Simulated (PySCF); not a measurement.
Species: C4H5F.
Z-matrix (Å and degrees, PBE0-D3(BJ)/def2-SVP geometry), rows numbered from 1:
```
F 
C   1  1.3348
C   2  1.4769  1  129.10
C   2  1.4585  1  133.58  3   -86.21
C   2  1.4767  1  129.21  3  -172.51
H   3  1.0961  2  115.47  4   105.60
H   3  1.1013  2  120.96  4  -109.08
H   4  1.0879  2  134.10  3  -118.68
H   5  1.1014  2  121.01  4   109.18
H   5  1.0962  2  115.49  4  -105.43
```

The closed-shell ground state was solved at several levels (PySCF, density fitting, gas phase, non-relativistic).

| level | basis functions | HOMO (eV) | LUMO (eV) | gap (eV) | dipole (D) |
| --- | --- | --- | --- | --- | --- |
| B3LYP/pcJ-1 | 185 | -6.89 | 1.51 | 8.40 | 1.13 |
| B97-2/pcSseg-2 | 250 | -6.85 | 0.93 | 7.78 | 1.21 |
| PBE0/pcSseg-1 | 110 | -7.11 | 1.82 | 8.93 | 1.12 |

(1) Estimate the row for wB97X-D/def2-SVPD, a basis of 143 functions; the other rows only guide the guess.

(2) Over all these levels, which gives the widest orbital gap and which the narrowest?

(3) How far do the dipole and the HOMO energy spread over the levels?

Results:

(1) HOMO -9.04 eV, LUMO 2.54 eV, gap 11.58 eV, dipole 1.32 D.

(2) wB97X-D/def2-SVPD (range-separated hybrid) has the widest, 11.58 eV, and B97-2/pcSseg-2 (global hybrid, 21 % exact exchange) the narrowest, 7.78 eV. Functional and basis both differ between the two, so the spread mixes both effects.

(3) The dipole runs from 1.12 to 1.32 D (mean 1.19 D) and the HOMO from -9.04 to -6.85 eV.
